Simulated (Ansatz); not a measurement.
Input file:

```yaml
crystal:
  periodic: [false, false, false]
  atoms:
    - {symbol: F, position_ang: [0.000000, 0.000000, 0.000000]}
    - {symbol: As, position_ang: [0.000000, 0.000000, 1.784200]}
basis:
  gaussian: {orbitals: def2-mTZVP}
total_charge: 1
magnetization: {spin_polarized: false, initial_magnetization: 5}
correlation: {method: ccsd_t, frozen_orbitals: {F: 0}}
accuracy: high
scf: {omitted_lower_state_checks: [cluster_reference]}
```

```sh
$ ansatz run in.yaml --threads 1 --pin off --events-out ev --progress --plain --max-ram 2393MiB
```

**Question.** One thing in this input was set wrong on purpose, beside settings that are merely unusual. What is the gravest fault, and what does the program do?

**Answer.** Wrong frozen-orbital counts. How the run ends: refused.
```
these checks for a lower state are left out or cut short: cluster_reference
Error: "frozen_orbitals" has no count for As
```
